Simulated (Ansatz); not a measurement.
**A computed series for Au: pressure series**

Start from Au in the fcc (Cu type) structure (space group Fm-3m, No. 225).

Au has the cubic space group Fm-3m (No. 225), the fcc (Cu type) structure, Pearson symbol cF4. Cell: a = b = c = 4.0833 Å, α = β = γ = 90.00°. Au on 4a is surrounded by 12 Au at 2.887 Å (cuboctahedral). (Neighbours: up to the widest gap in distance over summed covalent radii, below 1.35, at either atom.)
(The calculation used a cell of 1 atom; values per cell refer to that cell.)

Cell and atoms are relaxed at each pressure.

Computed with PBEsol, PAW, 420 eV (Ansatz, a first-principles code; spin-orbit coupling left out), earlier PAW set.

```tsv
pressure (GPa)	volume per atom (Å³/atom)
-2	17.224
-1	17.120
0	17.021
1.8	16.851
9	16.266
18	?
30	15.070
45	14.468
60	13.980
```

Fit the third-order Birch–Murnaghan form P(V) = (3B₀/2)[(V₀/V)^(7/3) − (V₀/V)^(5/3)]·[1 + (3/4)(B₀′ − 4)((V₀/V)^(2/3) − 1)] (squares taken in P) to the rows shown and predict the withheld row.

Least squares on the printed values gives V₀ = 17.021 Å³/atom, B₀ = 175 GPa, B₀′ = 5.7; this predicts 15.685 Å³/atom, and the run gives 15.683 Å³/atom, 0.002 lower.

Measured bulk modulus of Au: 182 GPa (static lattice; corrected from measurement; as listed in Daniel Mejia-Rodriguez, S. B. Trickey, Phys. Rev. B (2018)); the computed value is 4 % below it.

Load acts through the strain it causes; cell and atoms are relaxed under it. Whether these cells are dynamically stable was not tested. No other phases were tried under pressure.
